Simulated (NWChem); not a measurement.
## A calculation on Na₂

```xyz
2

Na     0.0000     0.0000     1.5547
Na     0.0000     0.0000    -1.5547
```
Charge 0, spin multiplicity 1.

The numbers come from NWChem runs, not from measurements. The geometry was optimised at PBE/def2-SVP, a minimum by its harmonic frequencies.

Symmetry labels belong to the abelian group D2h used in the runs, with the axes of the coordinates shown; states degenerate in a higher group split over its labels.

The structure started from a generated list of species.

List the lowest 6 singlet excitations that CIS/aug-cc-pVDZ gives, with oscillator strengths.


| state | symmetry | energy (eV) | wavelength (nm) | f |
|---|---|---|---|---|
| 1 | b1u | 2.12 | 585 | 0.937 |
| 2 | b3u | 2.48 | 500 | 0.707 |
| 3 | b2u | 2.48 | 500 | 0.707 |
| 4 | ag | 2.81 | 441 | 0.000 |
| 5 | b3g | 3.01 | 412 | 0.000 |
| 6 | b2g | 3.01 | 412 | 0.000 |
